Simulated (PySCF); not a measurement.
Geometry:
| atom | x (Å) | y (Å) | z (Å) |
| --- | --- | --- | --- |
| B1 | -0.001 | 0.002 | -0.157 |
| Cl2 | 0.015 | -0.023 | 1.787 |
| H3 | 1.173 | 0.012 | -0.553 |
| H4 | -0.598 | 1.024 | -0.526 |
| H5 | -0.589 | -1.015 | -0.551 |

Total charge -1.

Geometry: PBE0-D3(BJ)/def2-SVP; GIAO absolute shieldings from PySCF, gas phase, non-relativistic, averaged over equivalent atoms.

At PBE0/pcSseg-1 (56 basis functions, 1.9 s wall time on 1 thread of an Arm Neoverse V1, shared host):
```csv
atoms,σ (ppm)
B1,121.2
Cl2,1117.8
H3/H4/H5,28.81
```

Q: Predict the values at KT2/pcSseg-1 on the same geometry.

A: 
```csv
atoms,σ at KT2/pcSseg-1,change
B1,120.9,-0.3
Cl2,1109.1,-8.7
H3/H4/H5,28.65,-0.16
```

The largest change is at Cl2 (chlorine bonded to B). Cost: 56 basis functions, 1.5 s wall time on 1 thread of an Arm Neoverse V1, shared host.
